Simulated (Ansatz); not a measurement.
**HAl–AlH, singlet in 6-31G: errors against full CI**

Geometry: a point of a stretch scan, not a stationary point.

```yaml
atoms:
  - { symbol: Al, position_ang: [0.0000, -0.3312, 2.8226] }
  - { symbol: Al, position_ang: [0.0000, 0.3312, -2.8226] }
  - { symbol: H, position_ang: [0.0000, 0.9662, 3.7968] }
  - { symbol: H, position_ang: [0.0000, -0.9662, -3.7968] }
```

Basis 6-31G; Ansatz 0.2.0. Only valence electrons are correlated (noble-gas cores frozen), which leaves 8 electrons in 20 orbitals. Prefix R: restricted or restricted open-shell reference; prefix U: unrestricted. Active spaces: valence = (8e, 10o) chosen from the atoms' valence shells; pair = (2e, 2o) about the gap.

Full CI is exact within this basis and frozen core; it isn't the basis-set limit. The frozen core follows each run's orbitals, which can shift R against U totals by a few meV.

```
UHF ⟨S²⟩                          : 0.051
T1 diagnostic (RCCSD)             : 0.0146
largest doubles amplitude (RCCSD) : 0.053
```

| level | E − E(full CI) (kJ/mol) | share of correlation (%) | wall time |
| --- | --- | --- | --- |
| RHF | 242.4 | 0.00 | – |
| RMP2 | 90.3 | 62.73 | – |
| CISD | 21.3 | 91.22 | 0.36 s |
| RCCSD | 2.5 | 98.97 | – |
| RCCSD(T) | 1.0 | 99.60 | 0.24 s |
| BCCD(T) | 0.9 | 99.62 | 0.27 s |
| RCCSDT | 0.3 | 99.87 | – |
| RCCSDT(Q) | 0.1 | 99.96 | 0.63 s |
| RCCSDTQ | 0.0 | 100.00 | 4.6 s |
| CASSCF (pair space) | 203.9 | 15.86 | – |
| NEVPT2 (pair space) | 81.2 | 66.50 | 0.51 s |
| MRCISD (pair space) | 15.5 | 93.62 | – |
| MRCISD+Q (pair space) | -4.6 | 101.88 | 0.6 s |
| CASSCF (valence space) | 45.9 | 81.04 | – |
| NEVPT2 (valence space) | 18.5 | 92.36 | 5.5 s (H100) |
| MRCISD (valence space) | 2.3 | 99.06 | – |
| MRCISD+Q (valence space) | 1.6 | 99.36 | 7.5 s (H100) |

The correlation energy at full CI, counted from RHF, is -2.512 eV. That run took 6 s on 2 threads of AMD EPYC 7R13 with a shared H100 80 GB, shared host over 5,883,561 determinants.

Run but not shown, since their state, orbitals or frozen core can't be matched to the reference's or they repeat it: UHF.

Times hold each run's SCF and search for its determinant on a shared host, so for small cases they say little of a method's own cost; rows without a card ran on 1 thread of AMD EPYC 7R13.

Not variational, and here over 5 meV under the exact energy: MRCISD+Q (pair space).

The full-CI state has the irrep Ag of C2h, in the program's axes.

Natural occupations of full CI about the gap: 1.969 1.969 1.898 1.894 0.046 0.045 0.045 0.043 0.031 0.031; effectively unpaired electrons, Σ n²(2−n)², 0.12.
